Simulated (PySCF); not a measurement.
Species: 2(3H)-furanone, C4H4O2.
SMILES with atom numbers: `[O:1]=[C:2]1[CH2:3][CH:4]=[CH:5][O:6]1` (hydrogens: H7, H8 on C3; H9 on C4; H10 on C5)

The same species was optimised twice, with GFN2-xTB and with PBE0-D3(BJ)/def2-SVP (PySCF), and the same property calculations (PySCF, gas phase) were run on both structures.

```json
{"coordinate": "C2–O6 (Å)", "GFN2-xTB": "1.359", "PBE0-D3(BJ)/def2-SVP": "1.375", "change": "+0.016"}
{"coordinate": "C4=C5 (Å)", "GFN2-xTB": "1.327", "PBE0-D3(BJ)/def2-SVP": "1.335", "change": "+0.008"}
{"coordinate": "O1=C2 (Å)", "GFN2-xTB": "1.194", "PBE0-D3(BJ)/def2-SVP": "1.189", "change": "-0.005"}
{"coordinate": "C5–O6 (Å)", "GFN2-xTB": "1.373", "PBE0-D3(BJ)/def2-SVP": "1.371", "change": "-0.002"}
{"coordinate": "C2–C3 (Å)", "GFN2-xTB": "1.521", "PBE0-D3(BJ)/def2-SVP": "1.520", "change": "-0.001"}
{"coordinate": "C3–C4 (Å)", "GFN2-xTB": "1.492", "PBE0-D3(BJ)/def2-SVP": "1.493", "change": "+0.001"}
{"coordinate": "O1–C2–C3 (°)", "GFN2-xTB": "128.6", "PBE0-D3(BJ)/def2-SVP": "130.1", "change": "+1.5"}
{"coordinate": "C2–C3–C4 (°)", "GFN2-xTB": "101.7", "PBE0-D3(BJ)/def2-SVP": "102.7", "change": "+1.0"}
{"coordinate": "O1–C2–O6 (°)", "GFN2-xTB": "123.1", "PBE0-D3(BJ)/def2-SVP": "122.3", "change": "-0.8"}
{"coordinate": "C3–C4–C5 (°)", "GFN2-xTB": "107.9", "PBE0-D3(BJ)/def2-SVP": "107.1", "change": "-0.8"}
{"coordinate": "C4–C5–O6 (°)", "GFN2-xTB": "113.3", "PBE0-D3(BJ)/def2-SVP": "114.0", "change": "+0.7"}
{"coordinate": "C3–C2–O6 (°)", "GFN2-xTB": "108.2", "PBE0-D3(BJ)/def2-SVP": "107.6", "change": "-0.6"}
{"coordinate": "C2–O6–C5 (°)", "GFN2-xTB": "108.8", "PBE0-D3(BJ)/def2-SVP": "108.6", "change": "-0.2"}
```

Rotational constants: A = 8409, B = 3931, C = 2724 MHz (GFN2-xTB) against A = 8373, B = 3907, C = 2709 MHz (PBE0-D3(BJ)/def2-SVP). Point groups within 0.08 Å: Cs and Cs.

On the GFN2-xTB structure: lowest singlet, TDDFT (eV) 5.60 [CAM-B3LYP/def2-SVPD]; lowest triplet, Tamm–Dancoff (eV) 4.07 [CAM-B3LYP/def2-SVPD]; isotropic polarisability (au) 49.4 [CAM-B3LYP/def2-SVPD]; HOMO (eV) -8.76 [CAM-B3LYP/def2-SVPD]; LUMO (eV) 0.46 [CAM-B3LYP/def2-SVPD]; dipole (D) 4.19 [CAM-B3LYP/def2-SVPD]; HOMO (eV) -7.38 [PBE0/pcSseg-1]; LUMO (eV) -0.56 [PBE0/pcSseg-1]; dipole (D) 3.99 [PBE0/pcSseg-1]; GIAO shielding of O1 (ppm) -112.6 [PBE0/pcSseg-1]; GIAO shielding of C2 (ppm) 7.1 [PBE0/pcSseg-1]; GIAO shielding of C3 (ppm) 151.2 [PBE0/pcSseg-1]; GIAO shielding of C4 (ppm) 74.6 [PBE0/pcSseg-1]; GIAO shielding of C5 (ppm) 34.6 [PBE0/pcSseg-1]; GIAO shielding of O6 (ppm) 57.7 [PBE0/pcSseg-1].

Problem. What do these properties become on the PBE0-D3(BJ)/def2-SVP structure?

Solution. 
| property | level | on GFN2-xTB | on PBE0-D3(BJ)/def2-SVP | change |
| --- | --- | --- | --- | --- |
| lowest singlet, TDDFT (eV) | CAM-B3LYP/def2-SVPD | 5.60 | 5.65 | +0.05 |
| lowest triplet, Tamm–Dancoff (eV) | CAM-B3LYP/def2-SVPD | 4.07 | 4.02 | -0.05 |
| isotropic polarisability (au) | CAM-B3LYP/def2-SVPD | 49.4 | 50.0 | +0.6 |
| HOMO (eV) | CAM-B3LYP/def2-SVPD | -8.76 | -8.71 | +0.05 |
| LUMO (eV) | CAM-B3LYP/def2-SVPD | 0.46 | 0.45 | -0.01 |
| dipole (D) | CAM-B3LYP/def2-SVPD | 4.19 | 4.08 | -0.11 |
| energy, GFN2-xTB geometry as zero (kcal/mol) | CAM-B3LYP/def2-SVPD | 0.0 | -0.4 | -0.4 |
| HOMO (eV) | PBE0/pcSseg-1 | -7.38 | -7.32 | +0.06 |
| LUMO (eV) | PBE0/pcSseg-1 | -0.56 | -0.57 | -0.01 |
| dipole (D) | PBE0/pcSseg-1 | 3.99 | 3.89 | -0.10 |
| energy, GFN2-xTB geometry as zero (kcal/mol) | PBE0/pcSseg-1 | 0.0 | -0.3 | -0.3 |
| GIAO shielding of O1 (ppm) | PBE0/pcSseg-1 | -112.6 | -108.4 | +4.2 |
| GIAO shielding of C2 (ppm) | PBE0/pcSseg-1 | 7.1 | 7.4 | +0.3 |
| GIAO shielding of C3 (ppm) | PBE0/pcSseg-1 | 151.2 | 150.9 | -0.3 |
| GIAO shielding of C4 (ppm) | PBE0/pcSseg-1 | 74.6 | 75.1 | +0.5 |
| GIAO shielding of C5 (ppm) | PBE0/pcSseg-1 | 34.6 | 32.1 | -2.5 |
| GIAO shielding of O6 (ppm) | PBE0/pcSseg-1 | 57.7 | 49.8 | -7.9 |

The heavy atoms differ by 0.009 Å rms after alignment. Among bonds between heavy atoms C2–O6 changes most (+0.016 Å). Changes are differences of the printed values. Neither structure is proved a minimum here.
